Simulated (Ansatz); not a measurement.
A nudged elastic band was laid between two geometries of C2H3 + FH (7 atoms, charge 0, multiplicity 2).

Theory: UKS r2SCAN/def2-mTZVP in Ansatz 0.2.0.

```
movable images  : 9
climbing image  : yes
spring          : 5.0 eV/Å²
optimiser       : quadratic models (default)
start path      : through a guess of the saddle point
force threshold : 0.5 eV/Å
iteration limit : 60
end points      : relaxed
```

Initial state:

```xyz
7
Properties=species:S:1:pos:R:3
H -0.165 -1.535 0.486
F -0.263 -2.166 1.186
C 0.059 -0.040 -0.688
C 0.086 1.042 0.036
H 0.086 -0.352 -1.722
H 0.044 1.017 1.123
H 0.153 2.034 -0.422
```

Final state:

```xyz
7
Properties=species:S:1:pos:R:3
H -1.065 -0.992 0.126
F 0.918 -1.338 0.362
C -0.122 -0.555 -0.212
C 0.019 0.853 0.200
H -0.030 -0.677 -1.295
H -0.519 1.243 1.054
H 0.799 1.466 -0.236
```

Task: Which bonds break or form, and what moves?

Result: Bonds broken: H1–F2. Bonds formed: H1–C3, F2–C3. C2H3 + FH becomes C2H4F.

Task: Give the energies along the band, and the barrier.

Result: The forces met the threshold. The highest image is number 4 of 0 to 10, 62.1 kJ/mol above the first end and 173.7 kJ/mol above the last; the last end lies 111.6 kJ/mol below the first. The threshold of 0.5 eV/Å is loose, so the images may lie well off the minimum-energy path. The order of the stationary point at the top wasn't checked.

```
image  path coordinate (Å)  energy (kJ/mol)  H1–F2 (Å)  H1–C3 (Å)  F2–C3 (Å)
    0                 0.00              0.0       0.95       1.91       2.85
    1                 0.31              0.6       0.95       1.84       2.78
    2                 0.63              8.9       0.97       1.66       2.56
    3                 0.95             35.9       1.04       1.42       2.30
    4                 1.28             62.1       1.37       1.14       2.22
    5                 1.64             51.5       1.67       1.09       2.17
    6                 1.99             13.6       1.77       1.07       1.84
    7                 2.35            -88.9       1.88       1.08       1.49
    8                 2.72           -109.6       2.03       1.10       1.42
    9                 3.07           -111.6       2.02       1.09       1.42
   10                 3.42           -111.6       2.03       1.09       1.42
```

Task: What is the geometry of the highest image?

Result: 
```xyz
7
Properties=species:S:1:pos:R:3
H -0.572 -1.108 0.167
F 0.180 -1.966 0.933
C -0.132 -0.251 -0.449
C 0.096 0.929 0.116
H 0.148 -0.497 -1.468
H -0.023 1.080 1.184
H 0.303 1.812 -0.482
```

The band took 13 iterations and about 9 core-minutes.

Time of the run: 4.8 min on 2 threads of Arm Neoverse V1, with other jobs on the host, peak memory 0.17 GiB.
